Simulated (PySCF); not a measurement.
PySCF input (PBE/pcseg-2):

```python
import numpy as np, basis_set_exchange as bse
from pyscf import gto, scf, dft, df

basis = {'C': gto.basis.parse(bse.get_basis('pcseg-2', elements=['C'], fmt='nwchem')), 'H': gto.basis.parse(bse.get_basis('pcseg-2', elements=['H'], fmt='nwchem'))}
mol = gto.M(
    atom='''
    C    -0.00000000    0.00000000   -0.00000000
    H     0.62054657    0.62688914    0.63896175
    H    -0.64285838   -0.62489528    0.61852983
    H     0.63693263   -0.63278043   -0.61664082
    H    -0.61462083    0.63078657   -0.64085076
    ''',
    basis=basis,
    charge=0,
    verbose=4,
    max_memory=8640,
)
mf = dft.RKS(mol, xc='pbe')
mf.grids.level = 3
mf = mf.density_fit(auxbasis=df.autoaux(mol))
mf.conv_tol = 1e-9
mf.max_cycle = 100
print('smallest overlap eigenvalue', np.linalg.eigvalsh(mol.intor('int1e_ovlp'))[0])
mf.kernel()
dip = mf.dip_moment()
```

Output:

```
PySCF version 2.14.0

[INPUT] verbose = 4
[INPUT] num. atoms = 5
[INPUT] num. electrons = 10
[INPUT] charge = 0
[INPUT] spin (= nelec alpha-beta = 2S) = 0
[INPUT] symmetry False subgroup None
[INPUT] Mole.unit = angstrom
[INPUT] Symbol           X                Y                Z      unit          X                Y                Z       unit  Magmom
[INPUT]  1 C      0.000000000000   0.000000000000   0.000000000000 AA    0.000000000000   0.000000000000   0.000000000000 Bohr   0.0
[INPUT]  2 H      0.620546570000   0.626889140000   0.638961750000 AA    1.172663064838   1.184648785064   1.207462711573 Bohr   0.0
[INPUT]  3 H     -0.642858380000  -0.624895280000   0.618529830000 AA   -1.214826275082  -1.180880935733   1.168851978574 Bohr   0.0
[INPUT]  4 H      0.636932630000  -0.632780430000  -0.616640820000 AA    1.203628230499  -1.195781709685  -1.165282267027 Bohr   0.0
[INPUT]  5 H     -0.614620830000   0.630786570000  -0.640850760000 AA   -1.161465039153   1.192013860354  -1.211032423119 Bohr   0.0

nuclear repulsion = 13.4453507450257
number of shells = 34
number of NR pGTOs = 114
number of NR cGTOs = 86
basis = {'C': [[0, [7319.99, 0.000695369], [1098.18, 0.00537138], [250.014, 0.0274734], [70.7586, 0.105078], [22.8595, 0.291262], [8.03936, 0.5], [2.89309, 0.362224]], [0, [5.2164, -0.0957844], [0.556124, 0.5]], [0, [0.228813, 1.0]], [0, [0.0936338, 1.0]], [1, [33.9855, 0.00818395], [7.72957, 0.0586921], [2.24954, 0.222514], [0.767681, 0.5]], [1, [0.263283, 1.0]], [1, [0.0848744, 1.0]], [2, [1.4, 1.0]], [2, [0.45, 1.0]], [3, [0.95, 1.0]]], 'H': [[0, [75.4732, 0.00427821], [11.3575, 0.0328672], [2.60081, 0.159578], [0.735503, 0.5]], [0, [0.231761, 1.0]], [0, [0.0741675, 1.0]], [1, [1.6, 1.0]], [1, [0.45, 1.0]], [2, [1.25, 1.0]]]}
ecp = {}
ETB for C: l = 0, exps = 0.1697488 * 1.8^n , n = 0..14
ETB for C: l = 1, exps = 0.1697488 * 1.8^n , n = 0..11
ETB for C: l = 2, exps = 0.1697488 * 1.8^n , n = 0..10
ETB for C: l = 3, exps = 0.5348744 * 2.2^n , n = 0..4
ETB for C: l = 4, exps = 0.9 * 2.2^n , n = 0..2
ETB for H: l = 0, exps = 0.148335 * 1.8^n , n = 0..11
ETB for H: l = 1, exps = 0.5241675 * 2^n , n = 0..3
ETB for H: l = 2, exps = 0.9 * 2.2^n , n = 0..2
ETB for H: l = 3, exps = 1.7 * 2.2^n , n = 0..1
smallest overlap eigenvalue 0.001782914926500798

******** <class 'pyscf.df.df_jk.DFRKS'> ********
method = DFRKS
initial guess = minao
damping factor = 0
level_shift factor = 0
DIIS = <class 'pyscf.scf.diis.CDIIS'>
diis_start_cycle = 1
diis_space = 8
diis_damp = 0
SCF conv_tol = 1e-09
SCF conv_tol_grad = None
SCF max_cycles = 100
direct_scf = False
XC library pyscf.dft.libxc version 7.1.2
    S. Lehtola, C. Steigemann, M. J. T. Oliveira, and M. A. L. Marques,  SoftwareX 7, 1–5 (2018)
XC functionals = pbe
    J. P. Perdew, K. Burke, and M. Ernzerhof,  Phys. Rev. Lett. 77, 3865 (1996)
    J. P. Perdew, K. Burke, and M. Ernzerhof,  Phys. Rev. Lett. 78, 1396 (1997)
    J. P. Perdew, K. Burke, and M. Ernzerhof,  Phys. Rev. Lett. 77, 3865 (1996)
    J. P. Perdew, K. Burke, and M. Ernzerhof,  Phys. Rev. Lett. 78, 1396 (1997)
radial grids:
    Treutler-Ahlrichs [JCP 102, 346 (1995); DOI:10.1063/1.469408] (M4) radial grids

becke partition: Becke, JCP 88, 2547 (1988); DOI:10.1063/1.454033
pruning grids: <function nwchem_prune>
grids dens level: 3
symmetrized grids: False
atomic radii adjust function: <function treutler_atomic_radii_adjust>
small_rho_cutoff = 0
Set gradient conv threshold to 3.16228e-05
Initial guess from minao.
tot grids = 53352
init E= -40.2505642327053
  HOMO = -0.435315549786844  LUMO = -0.0140199774297338  gap/eV = 11.46404
cycle= 1 E= -40.421541845135  delta_E= -0.171  |g|= 0.404  |ddm|= 1.27
  HOMO = -0.266351000818337  LUMO = 0.029411836743078  gap/eV = 8.04812
cycle= 2 E= -40.3675506631126  delta_E= 0.054  |g|= 0.593  |ddm|= 0.586
  HOMO = -0.348455765622606  LUMO = 0.00822604460132759  gap/eV = 9.70581
cycle= 3 E= -40.4649404926491  delta_E= -0.0974  |g|= 0.00838  |ddm|= 0.371
  HOMO = -0.347138989050232  LUMO = 0.00784545215627919  gap/eV = 9.65962
cycle= 4 E= -40.4649617664057  delta_E= -2.13e-05  |g|= 0.00047  |ddm|= 0.00737
  HOMO = -0.347167086730325  LUMO = 0.00779139720624489  gap/eV = 9.65891
cycle= 5 E= -40.464961816009  delta_E= -4.96e-08  |g|= 3.23e-05  |ddm|= 0.000407
  HOMO = -0.347187392270769  LUMO = 0.00778366461818081  gap/eV = 9.65925
cycle= 6 E= -40.4649618164126  delta_E= -4.04e-10  |g|= 3.7e-06  |ddm|= 3.52e-05
  HOMO = -0.347184668221607  LUMO = 0.00778449764304412  gap/eV = 9.65920
Extra cycle  E= -40.4649618164114  delta_E= 1.26e-12  |g|= 4.9e-06  |ddm|= 5.78e-06
converged SCF energy = -40.4649618164114
Dipole moment(X, Y, Z, Debye):  0.00000,  0.00000,  0.00000
```
